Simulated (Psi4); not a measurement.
# SCS-MP2/6-31G(d) (Cartesian functions) run of [BCl2]+ (SMILES Cl[B+]Cl)

Aim: the energy difference between two shapes of [BCl2]+ at SCS-MP2/6-31G* (Cartesian functions), from 2 runs. The job is set up through a Python script.

The results are computed with Psi4 1.11.

3 further runs of the same task are left out: 2 that didn't finish, 1 set aside as unsound or not needed.

**1. The structure to begin with**

[BCl2]+: 3 atoms, total charge +1, spin state singlet. SMILES: `Cl[B+]Cl`. Geometry: relaxed at GFN2-xTB.

Bond lengths: Cl1–B2 1.572 Å, B2–Cl3 1.572 Å. Angles: Cl1–B2–Cl3 179.8°.

**2. The energy at SCS-MP2/6-31G(d) (Cartesian functions)**

The input, bcl2.xyz:

```xyz
3
BCl2
Cl    -1.238380     0.766480    -0.591300
B      0.000740     0.001360     0.000550
Cl     1.237640    -0.767840     0.590740
```

The input, bcl2.py:

```python
import psi4

psi4.set_memory('1600 MB')
psi4.set_num_threads(1)
psi4.core.set_output_file('run.log', False)

with open('bcl2.xyz') as f:
    atoms = ''.join(f.readlines()[2:])
m = psi4.geometry('1 1\n' + atoms + 'symmetry c1')

options = {'basis': '6-31G*', 'scf_type': 'direct', 'freeze_core': True, 'mp2_type': 'df'}
psi4.set_options(options)

result = psi4.energy('scs-mp2', molecule=m)
print(f'total energy {result:.8f} hartree = {result * 27.211386:.5f} eV')
for k, v in sorted(psi4.core.scalar_variables().items()):
    print(f'{k:45s} {v:18.10f}')
```

Run with:

```
python bcl2.py
```

run.log:

```text
[...]
  Running in c1 symmetry.
[...]
  Nuclear repulsion =  105.883521863230627
[...]
  Multiplicity = 1
[...]
  Nalpha       = 19
  Nbeta        = 19
[...]
    Number of basis functions: 53
[...]
   @DF-RHF iter   1:  -943.34962365373019    4.40270e-01   4.87732e-03 DIIS/ADIIS
[...]
   @RHF iter  16:  -943.39451385168115   -1.25056e-12   2.13546e-09 DIIS
[...]
    Orbital Energies [Eh]
    ---------------------
    Doubly Occupied:
       1A   -105.136730     2A   -105.136659     3A    -10.873031
       4A    -10.872945     5A     -8.341893     6A     -8.341806
       7A     -8.338576     8A     -8.338576     9A     -8.338492
      10A     -8.338492    11A     -8.037885    12A     -1.458122
      13A     -1.435327    14A     -0.953783    15A     -0.899731
      16A     -0.819268    17A     -0.819268    18A     -0.748905
      19A     -0.748905
[...]
  @RHF Final Energy:  -943.39451385168115
   => Energetics <=
    Nuclear Repulsion Energy =            105.8835218632306265
    One-Electron Energy =               -1502.5992825336745682
    Two-Electron Energy =                 453.3212468187626882
    Total Energy =                       -943.3945138516811539
[...]
 Multipole Moments:
 ------------------------------------------------------------------------------------
     Multipole            Electronic (a.u.)      Nuclear  (a.u.)        Total (a.u.)
 ------------------------------------------------------------------------------------
 L = 1.  Multiply by 2.5417464519 to convert [e a0] to [Debye]
 Dipole X            :          0.0029065           -0.0007888            0.0021178
 Dipole Y            :          0.0028518           -0.0011783            0.0016734
 Dipole Z            :         -0.0000000           -0.0000000           -0.0000000
 Magnitude           :                                                    0.0026991
[...]
	SCS-MP2 Total Energy (a.u.)        :  -943.71232200989789
	SOS-MP2 Total Energy (a.u.)        :  -943.68261199057133
	SCSN-MP2 Total Energy (a.u.)       :  -943.55138275372576
[...]
	SOS-PI-MP2 Total Energy (a.u.)     :  -943.73062834705308
[...]
	MP2 Total Energy (a.u.)            :  -943.72372569206959
[...]
```

Standard output:

```text
total energy -943.71232201 hartree = -25679.72027 eV
CURRENT CORRELATION ENERGY                         -0.3178081582
CURRENT ENERGY                                   -943.7123220099
CURRENT REFERENCE ENERGY                         -943.3945138517
DD SOLVATION ENERGY                                 0.0000000000
HF KINETIC ENERGY                                 943.2675755405
HF POTENTIAL ENERGY                             -1886.6620893921
HF TOTAL ENERGY                                  -943.3945138517
HF VIRIAL RATIO                                     2.0001345730
MP2 CORRELATION ENERGY                             -0.3292118404
MP2 DOUBLES ENERGY                                 -0.3292118404
MP2 OPPOSITE-SPIN CORRELATION ENERGY               -0.2400817824
MP2 SAME-SPIN CORRELATION ENERGY                   -0.0891300580
MP2 SINGLES ENERGY                                  0.0000000000
MP2 TOTAL ENERGY                                 -943.7237256921
NUCLEAR REPULSION ENERGY                          105.8835218632
ONE-ELECTRON ENERGY                             -1502.5992825337
PCM POLARIZATION ENERGY                             0.0000000000
PE ENERGY                                           0.0000000000
SCF ITERATION ENERGY                             -943.3945138517
SCF ITERATIONS                                     16.0000000000
SCF TOTAL ENERGY                                 -943.3945138517
SCS(N)-MP2 CORRELATION ENERGY                      -0.1568689020
SCS(N)-MP2 TOTAL ENERGY                          -943.5513827537
SCS-MP2 CORRELATION ENERGY                         -0.3178081582
SCS-MP2 TOTAL ENERGY                             -943.7123220099
SCS-MP2-VDW CORRELATION ENERGY                     -0.3518697105
SCS-MP2-VDW TOTAL ENERGY                         -943.7463835622
SOS-MP2 CORRELATION ENERGY                         -0.2880981389
SOS-MP2 TOTAL ENERGY                             -943.6826119906
SOS-PI-MP2 CORRELATION ENERGY                      -0.3361144954
SOS-PI-MP2 TOTAL ENERGY                          -943.7306283471
TWO-ELECTRON ENERGY                               453.3212468188
```

Run time: 2.4 s. Hardware: 1 thread of Intel Xeon 6975P-C (Granite Rapids), shared host; peak memory 0.22 GiB.

**3. The distorted shape, same level**

The input, bcl2.py:

```python
import psi4

psi4.set_memory('1600 MB')
psi4.set_num_threads(1)
psi4.core.set_output_file('run.log', False)

m = psi4.geometry("""
1 1
Cl    -2.76005083     1.43690239    -1.26260728
B      0.21627727    -0.17035881     0.01592661
Cl     2.18759421    -1.35688383     1.28228500
units bohr
symmetry c1
""")

psi4.set_options({
    'basis': '6-31G*',
    'reference': 'rhf',
    'scf_type': 'direct',
    'freeze_core': True,
    'mp2_type': 'df',
})

E, wfn = psi4.energy("scs-mp2", return_wfn=True)
print('E =', round(E, 9))
```

Run with:

```
python bcl2.py
```

run.log:

```text
[...]
  Running in c1 symmetry.
[...]
  Nuclear repulsion =  102.289858432249304
[...]
  Multiplicity = 1
[...]
  Nalpha       = 19
  Nbeta        = 19
[...]
    Number of basis functions: 53
[...]
   @DF-RHF iter   1:  -943.23578768161406    4.26378e-01   5.52645e-03 ADIIS/DIIS
[...]
   @RHF iter  19:  -943.30368745027329   -1.59162e-12   4.16165e-09 DIIS
[...]
    Orbital Energies [Eh]
    ---------------------
    Doubly Occupied:
       1A   -105.178976     2A   -105.093747     3A    -10.924109
       4A    -10.822530     5A     -8.393736     6A     -8.388556
       7A     -8.388554     8A     -8.291294     9A     -8.287858
      10A     -8.287857    11A     -8.050148    12A     -1.538803
      13A     -1.332446    14A     -0.990720    15A     -0.860324
      16A     -0.859722    17A     -0.825756    18A     -0.704420
      19A     -0.704397
[...]
  @RHF Final Energy:  -943.30368745027329
   => Energetics <=
    Nuclear Repulsion Energy =            102.2898584322493036
    One-Electron Energy =               -1495.3391868189007710
    Two-Electron Energy =                 449.7456409363781518
    Total Energy =                       -943.3036874502734008
[...]
 Multipole Moments:
 ------------------------------------------------------------------------------------
     Multipole            Electronic (a.u.)      Nuclear  (a.u.)        Total (a.u.)
 ------------------------------------------------------------------------------------
 L = 1.  Multiply by 2.5417464519 to convert [e a0] to [Debye]
 Dipole X            :         -1.3651624            0.1657415           -1.1994209
 Dipole Y            :          0.4348727           -0.0019178            0.4329549
 Dipole Z            :         -0.0000000            0.0000000           -0.0000000
 Magnitude           :                                                    1.2751707
[...]
	SCS-MP2 Total Energy (a.u.)        :  -943.62139068973522
	SOS-MP2 Total Energy (a.u.)        :  -943.61644319332913
	SCSN-MP2 Total Energy (a.u.)       :  -943.45683717924669
[...]
	SOS-PI-MP2 Total Energy (a.u.)     :  -943.64050132741045
[...]
	MP2 Total Energy (a.u.)            :  -943.63128568254763
[...]
```

Standard output:

```text
E = -943.62139069
```

Wall time 2.6 s (1 thread of Intel Xeon 6975P-C (Granite Rapids), shared host); peak memory 0.22 GiB.

**4. Outcome**

Level: SCS-MP2/6-31G* (Cartesian functions), 11 core orbitals frozen.

| quantity | value |
| --- | --- |
| first shape: total energy | -943.71232 Eh |
| first shape: HOMO energy (Hartree–Fock orbitals) | -20.38 eV |
| first shape: LUMO energy (Hartree–Fock orbitals) | -4.24 eV |
| first shape: HOMO–LUMO gap (Hartree–Fock orbitals) | 16.14 eV |
| first shape: correlation energy (11 core orbitals frozen) | -317.8 mEh |
| distorted shape: total energy | -943.62139 Eh |
| distorted shape: HOMO energy (Hartree–Fock orbitals) | -19.17 eV |
| distorted shape: LUMO energy (Hartree–Fock orbitals) | -4.58 eV |
| distorted shape: HOMO–LUMO gap (Hartree–Fock orbitals) | 14.59 eV |
| distorted shape: correlation energy (11 core orbitals frozen) | -317.7 mEh |
| energy change with the atoms displaced | 2.474 eV |

With the atoms displaced the energy rises by 2.47 eV (239 kJ/mol). The first shape isn't relaxed at this level, so the change isn't measured from a minimum.
